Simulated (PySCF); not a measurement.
glyoxal, C2H2O2, SMILES O=CC=O, point group C2h.

Level: BP86/def2-SVP in PySCF (density fitting, grid level 2); geometry and Hessian at that level, cubic constants and property derivatives from steps of ±0.6 along each species' dimensionless normal coordinates, second-order vibrational perturbation theory. The parent has the commonest isotopes.

Equilibrium geometry (Å):

```tsv
atom	x	y	z
O1	1.5021	-0.8906	-0.0838
C2	0.7657	0.0738	-0.0376
C3	-0.7616	-0.0712	0.0088
O4	-1.4979	0.8932	0.0550
H5	1.1252	1.1466	-0.0248
H6	-1.1210	-1.1440	-0.0040
```

**Question.** Give the equilibrium and ground-state rotational constants (MHz) of parent; ²H at 5.

**Answer.** 
| species | Ae | Be | Ce | A0 | B0 | C0 | Δ0 (u Å²) | harmonic ZPE (cm⁻¹) |
| --- | --- | --- | --- | --- | --- | --- | --- | --- |
| parent | 55110 | 4691.3 | 4323.3 | 54380 | 4668.4 | 4299.8 | -0.014 | 7798 |
| ²H at 5 | 44109 | 4680.1 | 4231.1 | 43570 | 4657.8 | 4208.2 | -0.008 | 7167 |

Δ0 = Ic − Ia − Ib from the ground-state constants.

**Question.** How is the parent's vibrational correction B0 − Be made up?

**Answer.** 
```csv
axis,harmonic,Coriolis,cubic,total (MHz)
a,257,-363,-624,-731
b,5.49,-3.59,-24.8,-22.9
c,2.88,-1.43,-24.9,-23.4
```

**Question.** And its quartic centrifugal distortion constants from the harmonic force field?

**Answer.** Asymmetric top, A reduction, Ir representation: ΔJ = 1.19 kHz, ΔJK = -6.43 kHz, ΔK = 531 kHz, δJ = 0.116 kHz, δK = 6.39 kHz.

A mode lies under 250 cm⁻¹, where this perturbation treatment is rough. Internal rotors are held in one well.
